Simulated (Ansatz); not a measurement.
# SiMe2H2 (C₂H₈Si): structure and electronic state

What does SiMe2H2 (C₂H₈Si) look like as a singlet, and where do its frontier electrons sit?

Method: RKS PBE0-D4/def2-TZVP; program: Ansatz 0.2.0, Gaussian basis.

Plan: relaxation at PBE-D4/def2-TZVP; a search for the lowest solution at PBE0-D4/def2-SVP; a single point at PBE0-D4/def2-TZVP; harmonic vibrations at PBE-D4/def2-TZVP.

1 further run of the same task is left out (it didn't finish).

**1. The starting structure**

11 atoms, charge 0, spin multiplicity 1.

Atoms are counted from 1 here; the program's logs count them from 0.

Bond lengths: Si1–C2 1.899 Å, Si1–C6 1.899 Å, Si1–H10 1.469 Å, Si1–H11 1.469 Å, C2–H3 1.086 Å, C2–H4 1.087 Å, C2–H5 1.087 Å, C6–H7 1.086 Å, C6–H8 1.087 Å, C6–H9 1.087 Å. Angles: C2–Si1–C6 109.3°, C2–Si1–H10 109.7°, C2–Si1–H11 109.5°, C6–Si1–H10 109.6°, C6–Si1–H11 109.7°, H10–Si1–H11 109.1°, Si1–C2–H3 111.2°, Si1–C2–H4 111.5°, Si1–C2–H5 111.4°, H3–C2–H4 107.5°, H3–C2–H5 107.5°, H4–C2–H5 107.5°, Si1–C6–H7 111.2°, Si1–C6–H8 111.5°, Si1–C6–H9 111.4°, H7–C6–H8 107.5°, H7–C6–H9 107.5°, H8–C6–H9 107.5°.

The start is a GFN2-xTB geometry.

**2. Optimising with PBE-D4/def2-TZVP**

File in.yaml:

```yaml
crystal:
  periodic: [false, false, false]
  atoms:
    - {symbol: Si, position_ang: [-0.626270, -0.005120, -0.445270]}
    - {symbol: C, position_ang: [-0.628260, -0.001280, 1.453540]}
    - {symbol: H, position_ang: [-1.641070, 0.025600, 1.844290]}
    - {symbol: H, position_ang: [-0.101100, 0.861910, 1.850660]}
    - {symbol: H, position_ang: [-0.147200, -0.890450, 1.851830]}
    - {symbol: C, position_ang: [1.166350, 0.005860, -1.070880]}
    - {symbol: H, position_ang: [1.203420, -0.013170, -2.155850]}
    - {symbol: H, position_ang: [1.719370, -0.857000, -0.709260]}
    - {symbol: H, position_ang: [1.696370, 0.895550, -0.740980]}
    - {symbol: H, position_ang: [-1.328090, 1.185900, -0.942840]}
    - {symbol: H, position_ang: [-1.313520, -1.207820, -0.935220]}
basis:
  gaussian: {orbitals: def2-TZVP}
hamiltonian: {xc: pbe, dispersion: d4}
scf: {lower_state_search: "off"}
output: {orbitals: {seedname: orbitals}}
relax: {f_tol: 0.02, max_steps: 100}
```

Command:

```sh
> ansatz run in.yaml --threads 4 --pin off --events-out ev --progress --plain --max-ram 3916MiB
```

The runs that follow: Searching for the lowest solution, PBE0-D4/def2-SVP; Single point, PBE0-D4/def2-TZVP; Harmonic vibrations.

Q: Predict the results of all the runs planned. Wanted: point group; commonest bond, hydrogen aside; HOMO, LUMO at PBE0-D4/def2-TZVP; dipole at PBE-D4/def2-TZVP; lowest, highest wavenumber.

As calculated:

| quantity | value |
| --- | --- |
| point group | C2v |
| commonest bond, hydrogen aside | C–Si, 2 of mean length 1.883 Å |
| HOMO, LUMO at PBE0-D4/def2-TZVP | -8.80, 1.05 eV |
| dipole at PBE-D4/def2-TZVP | 0.83 D |
| lowest, highest wavenumber | 153, 3056 cm⁻¹ |

The molecule keeps its bonding pattern by the stored test; the atoms moved 0.02 Å (rms). All wavenumbers are real: a minimum at this level.
